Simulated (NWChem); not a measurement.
# Polarisability of water (H₂O)

```
O
H 1 0.9747
H 1 0.9747 2 102.04
```
Charge 0, spin multiplicity 1.

Program: NWChem. The geometry was optimised at PBE/def2-SVP, a minimum by its harmonic frequencies.

Basis set: Sadlej pVTZ. The field's frequency is 0.0773 Ha (589 nm).

The correlated methods keep 1 core orbital frozen. B3LYP has NWChem's definition, with VWN1-RPA local correlation. Coupled-cluster values serve here as a point of comparison, not as the truth.

Problem. Order these methods by the isotropic polarisability they give, lowest first: PBE, HF, CCSD linear response, B3LYP.

Solution. HF (8.85 bohr³), CCSD linear response (10.27 bohr³), B3LYP (10.38 bohr³), PBE (10.99 bohr³)
